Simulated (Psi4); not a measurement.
# UTPSSh/def2-SVPD run of CH5B− (SMILES [BH2-]C)

Aim: the vertical ionisation energy of CH5B− at UTPSSh/def2-SVPD, from 2 runs. 

The calculation is run with Psi4 1.11.

2 further runs of the same task are left out: 2 set aside as unsound or not needed.

**1. The molecule**

CH5B−: 7 atoms, total charge -1, spin state doublet. As SMILES, `[BH2-]C`. The shape is that of a GFN2-xTB optimisation.

Bond lengths: B1–C2 1.642 Å, B1–H3 1.245 Å, B1–H4 1.245 Å, C2–H5 1.102 Å, C2–H6 1.114 Å, C2–H7 1.102 Å. Angles: B1–C2–H5 112.7°, B1–C2–H6 114.9°, B1–C2–H7 112.6°, C2–B1–H3 113.3°, C2–B1–H4 113.3°, H5–C2–H6 104.9°, H5–C2–H7 105.8°, H6–C2–H7 104.9°, H3–B1–H4 112.0°.

**2. The energy at UTPSSh/def2-SVPD**

ch5b.xyz

```xyz
7
CH5B
B     -0.367620    -0.876680     0.296410
C      0.129860     0.657930    -0.010930
H      0.566410    -1.652080     0.572900
H     -1.111250    -1.340120    -0.587590
H      0.713810     1.090030     0.817870
H      0.779370     0.770230    -0.909000
H     -0.710590     1.350700    -0.179660
```

ch5b.py

```python
import psi4

psi4.set_memory(1600000000)
psi4.set_num_threads(1)
psi4.set_output_file('run.log', False)

with open('ch5b.xyz') as f:
    atoms = ''.join(f.readlines()[2:])
m = psi4.geometry('-1 2\n' + atoms + 'symmetry c1')

psi4.set_options({
    'reference': 'uks',
    'puream': True,
    'e_convergence': 1e-09,
    'd_convergence': 1e-08,
    'scf_type': 'pk',
    'dft_radial_points': 99,
    'dft_spherical_points': 590,
    'maxiter': 200,
})

e, wfn = psi4.energy('tpssh/def2-SVPD', molecule=m, return_wfn=True)
psi4.oeprop(wfn, 'LOWDIN_CHARGES', 'DIPOLE', 'WIBERG_LOWDIN_INDICES', title='TPSSH')
print('E =', round(e, 9))
for k, v in sorted(psi4.core.scalar_variables().items()):
    print(f'{k:45s} {v:18.10f}')
```

Launch:

```sh
$ python ch5b.py
```

run.log, shortened:

```text
[...]
  Running in c1 symmetry.
[...]
  Nuclear repulsion =   30.809888872353739
[...]
  Multiplicity = 2
[...]
  Nalpha       = 9
  Nbeta        = 8
[...]
    Number of basis functions: 80
[...]
   @UKS iter   1:   -65.49677620518298   -2.63858e-01   9.55954e-03 ADIIS/DIIS
[...]
   @UKS iter  12:   -65.88455912919564   -8.14282e-12   8.78183e-09 DIIS
[...]
   @S^2 Observed:                7.530423539E-01
[...]
    Orbital Energies [Eh]
    ---------------------
    Alpha Occupied:
       1A     -9.900893     2A     -6.436195     3A     -0.451590
       4A     -0.221678     5A     -0.174716     6A     -0.170065
       7A     -0.068614     8A     -0.055861     9A      0.089040
    Alpha Virtual:
      10A      0.178186    11A      0.199775    12A      0.265876
      13A      0.267809    14A      0.278665    15A      0.281511
      16A      0.298070    17A      0.308370    18A      0.320880
      19A      0.360024    20A      0.365396    21A      0.376975
      22A      0.378493    23A      0.393204    24A      0.453547
      25A      0.460456    26A      0.484938    27A      0.493093
[...]
  @UKS Final Energy:   -65.88455912919564
   => Energetics <=
    Nuclear Repulsion Energy =             30.8098888723537385
    One-Electron Energy =                -151.4174658678997503
    Two-Electron Energy =                  65.1189124098440431
    DFT Exchange-Correlation Energy =     -10.3958945434936805
    Empirical Dispersion Energy =           0.0000000000000000
    VV10 Nonlocal Energy =                  0.0000000000000000
    Total Energy =                        -65.8845591291956509
[...]
 Multipole Moments:
 ------------------------------------------------------------------------------------
     Multipole            Electronic (a.u.)      Nuclear  (a.u.)        Total (a.u.)
 ------------------------------------------------------------------------------------
 L = 1.  Multiply by 2.5417464519 to convert [e a0] to [Debye]
 Dipole X            :         -0.2580711            0.8728851            0.6148141
 Dipole Y            :          0.1218985            1.2455982            1.3674967
 Dipole Z            :          0.4071193           -0.9289359           -0.5218166
 Magnitude           :                                                    1.5875566
[...]
```

Standard output:

```text
E = -65.884559129
CURRENT ENERGY                                    -65.8845591292
CURRENT REFERENCE ENERGY                          -65.8845591292
DD SOLVATION ENERGY                                 0.0000000000
DFT FUNCTIONAL TOTAL ENERGY                       -65.8845591292
DFT TOTAL ENERGY                                  -65.8845591292
DFT VV10 ENERGY                                     0.0000000000
DFT XC ENERGY                                     -10.3958945435
GRID ELECTRONS ALPHA                                8.9999997992
GRID ELECTRONS BETA                                 7.9999997938
GRID ELECTRONS TOTAL                               16.9999995931
NUCLEAR REPULSION ENERGY                           30.8098888724
ONE-ELECTRON ENERGY                              -151.4174658679
PCM POLARIZATION ENERGY                             0.0000000000
PE ENERGY                                           0.0000000000
SCF ITERATION ENERGY                              -65.8845591292
SCF ITERATIONS                                     12.0000000000
SCF TOTAL ENERGY                                  -65.8845591292
TWO-ELECTRON ENERGY                                65.1189124098
XC GRID RADIAL POINTS                              99.0000000000
XC GRID SPHERICAL POINTS                          590.0000000000
XC GRID TOTAL POINTS                           392581.0000000000
```

It took 41 s on 1 thread of Intel Xeon 6975P-C (Granite Rapids), shared host; peak memory 1 GiB.

**3. Singlet neutral CH5B: energy and forces at TPSSh/def2-SVPD**

input.inp

```
memory 1600 MB

molecule {
  0 1
  B
  C 1 R2
  H 1 R3 2 A3
  H 1 R4 3 A4 2 D4
  H 2 R5 1 A5 4 D5
  H 2 R6 5 A6 1 D6
  H 2 R7 5 A7 6 D7

  R2 = 1.642246
  R3 = 1.245032
  A3 = 113.34578
  R4 = 1.244676
  A4 = 111.96512
  D4 = 129.72848
  R5 = 1.102097
  A5 = 112.71469
  D5 = 174.94434
  R6 = 1.114004
  A6 = 104.9397
  D6 = -125.79125
  R7 = 1.10216
  A7 = 105.82662
  D7 = -110.6702
  symmetry c1
}

set {
  reference rks
  puream true
  e_convergence 1e-09
  d_convergence 1e-08
  scf_type pk
  dft_radial_points 99
  dft_spherical_points 590
}

gradient('tpssh/def2-SVPD')
```

Launch:

```sh
$ psi4 -i input.inp -o input.out -n 1
```

input.out, shortened:

```text
[...]
  Running in c1 symmetry.
[...]
  Nuclear repulsion =   30.809886340462491
[...]
  Multiplicity = 1
[...]
  Nalpha       = 8
  Nbeta        = 8
[...]
    Number of basis functions: 80
[...]
   @RKS iter   1:   -65.65417836667311   -4.21261e-01   7.90701e-03 ADIIS/DIIS
[...]
   @RKS iter  10:   -65.87798884027275   -3.75167e-12   2.63476e-09 DIIS
[...]
    Orbital Energies [Eh]
    ---------------------
    Doubly Occupied:
       1A    -10.114531     2A     -6.736716     3A     -0.667224
       4A     -0.465008     5A     -0.386337     6A     -0.379616
       7A     -0.308343     8A     -0.300915
[...]
  @RKS Final Energy:   -65.87798884027275
   => Energetics <=
    Nuclear Repulsion Energy =             30.8098863404624908
    One-Electron Energy =                -147.6506305102381020
    Two-Electron Energy =                  61.1525917060754836
    DFT Exchange-Correlation Energy =     -10.1898363765726252
    Empirical Dispersion Energy =           0.0000000000000000
    VV10 Nonlocal Energy =                  0.0000000000000000
    Total Energy =                        -65.8779888402727494
[...]
 Multipole Moments:
 ------------------------------------------------------------------------------------
     Multipole            Electronic (a.u.)      Nuclear  (a.u.)        Total (a.u.)
 ------------------------------------------------------------------------------------
 L = 1.  Multiply by 2.5417464519 to convert [e a0] to [Debye]
 Dipole X            :          0.9281065           -0.7049114            0.2231951
 Dipole Y            :         -0.4415077            0.3351670           -0.1063406
 Dipole Z            :         -1.4538276            1.6022262            0.1483986
 Magnitude           :                                                    0.2883514
[...]
  -Total Gradient:
     Atom            X                  Y                   Z
    ------   -----------------  -----------------  -----------------
       1        0.077105304625    -0.036954909499    -0.037207519775
       2       -0.027887029960     0.013571818317     0.015008550421
       3       -0.022567393771     0.017778993537     0.004454667252
       4       -0.027928789192     0.006392048047     0.004516817981
       5       -0.000275620512    -0.002402755090    -0.000814214303
       6       -0.000097080139    -0.000009890977     0.014850375995
       7        0.001650774717     0.001624556132    -0.000808643695
[...]
```

It took 24 s on 1 thread of Intel Xeon 6975P-C (Granite Rapids), shared host; peak memory 1.1 GiB.

**4. Results**

At UTPSSh/def2-SVPD:

```
                                           quantity         value
                        doublet CH5B−: total energy  -65.88456 Eh
  doublet CH5B−: HOMO energy (highest over α and β)       2.42 eV
   doublet CH5B−: LUMO energy (lowest over α and β)       4.59 eV
                                doublet CH5B−: ⟨S²⟩         0.753
                 singlet neutral CH5B: total energy  -65.87799 Eh
                singlet neutral CH5B: dipole moment        0.73 D
                  singlet neutral CH5B: HOMO energy      -8.19 eV
                  singlet neutral CH5B: LUMO energy      -2.57 eV
                singlet neutral CH5B: HOMO–LUMO gap       5.61 eV
     singlet neutral CH5B: largest force on an atom    4.795 eV/Å
vertical detachment energy (to the singlet neutral)      0.179 eV
```

In words: The vertical ionisation energy comes to 0.18 eV (17.3 kJ/mol). Only the singlet of the ionised species was computed; a triplet could lie lower. The HOMO (doublet CH5B−) lies at positive energy, 2.42 eV; only total energies tell whether the electron is bound.
